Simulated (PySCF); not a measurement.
**Reproducing measurements on OF2**

**Experimental background.**

NIST CCCBDB Release 22 (SRD 101), experimental dipoles lists, for the gas: dipole moment (microwave Stark effect) 0.297 D.

Jolly, The use of core electron binding energies as bench marks for the comparison of valence shell ionization potentials, LBL-11396 (1980); values from Bakke, Chen, Jolly 1980 lists, for the gas: F 1s binding energy of F1/F3 695.07 eV.

The runs below try to reproduce these values; the comparison stands at the end.

Species: OF2.
SMILES with atom numbers: `[F:1][O:2][F:3]`

Structure used (PBE0-D3(BJ)/def2-TZVP), in Å, numbered top down from 1:
```
atom  x, y, z in Å
F1    -1.0802   -0.2895    0.0185
O2    -0.0130    0.5853   -0.0026
F3     1.0926   -0.2418   -0.0026
```

The PySCF runs (gas phase, on this PBE0-D3(BJ)/def2-TZVP geometry; non-relativistic but for the core-level run):

| level | job | basis functions | wall time |
| --- | --- | --- | --- |
| PBE0-D3(BJ)/def2-TZVP, grid level 2 | geometry optimisation from a GFN2-xTB start shaken at random | 93 | 10 s |
| B97-2/pcSseg-2 | shieldings | 108 | 3.6 s |
| KT3/pcSseg-2 | shieldings | 108 | 5.1 s |
| PBE0/pcSseg-2 | shieldings, charges and field gradients | 108 | 4.8 s |
| wB97X-D/pcSseg-2 | shieldings | 108 | 4.5 s |
| CAM-B3LYP/aug-cc-pVTZ | 10 singlets by full TDDFT, 4 Tamm–Dancoff triplets, polarisability | 138 | 8.2 s |
| PBE0/aug-cc-pVTZ | 10 singlets by full TDDFT, 4 Tamm–Dancoff triplets, polarisability, dynamic polarisability | 138 | 8.3 s |
| wB97X-D/aug-cc-pVTZ | 10 singlets by full TDDFT, 4 Tamm–Dancoff triplets, polarisability, ΔSCF ions | 138 | 21 s |
| B3LYP/pcJ-2 | spin–spin couplings from 3 perturbed nuclei | 153 | 6.7 s |
| B97-2/pcJ-2 | spin–spin couplings from 3 perturbed nuclei | 153 | 6.6 s |
| PBE0/pcJ-2 | spin–spin couplings from 3 perturbed nuclei | 153 | 6.5 s |
| delta-SCF UKS SCAN, pcX-3 on the ionised atom, pcseg-2 elsewhere, spin-free X2C | ΔSCF core ionisation, 2 holes | 144 | 8.6 s |

Hardware: one thread, Arm Neoverse N1 (aarch64), on a shared host.

Results beside the measurements:

**Dipole moment.** Measured: 0.297 D (NIST CCCBDB Release 22 (SRD 101), experimental dipoles).

```tsv
level	computed (D)	computed − measured (D)
PBE0-D3(BJ)/def2-TZVP	0.268	-0.029
B97-2/pcSseg-2	0.292	-0.005
KT3/pcSseg-2	0.278	-0.019
PBE0/pcSseg-2	0.285	-0.012
wB97X-D/pcSseg-2	0.290	-0.007
CAM-B3LYP/aug-cc-pVTZ	0.295	-0.002
PBE0/aug-cc-pVTZ	0.283	-0.014
wB97X-D/aug-cc-pVTZ	0.286	-0.011
B3LYP/pcJ-2	0.297	0.000
B97-2/pcJ-2	0.299	+0.002
PBE0/pcJ-2	0.292	-0.005
```

The computed dipoles belong to one fixed geometry; measured ones are averaged over vibrations unless marked μe. Magnitudes are compared, not signs.

**Core binding energies.** PySCF, delta-SCF UKS SCAN, pcX-3 on the ionised atom, pcseg-2 elsewhere, spin-free X2C.

```csv
level and atom,computed (eV),measured (eV),computed − measured (eV)
"F 1s, F1/F3",694.93,695.07,-0.14
```

Sources, in the order of the opening: Jolly, The use of core electron binding energies as bench marks for the comparison of valence shell ionization potentials, LBL-11396 (1980); values from Bakke, Chen, Jolly 1980. The computed values are vertical, without vibrational structure; measured positions hang on the energy calibration. The first atom of each set that the bonding makes equivalent was ionised and stands for the set.

The geometry is computed, not the measured one. Where a level misses, the cause wasn't examined.
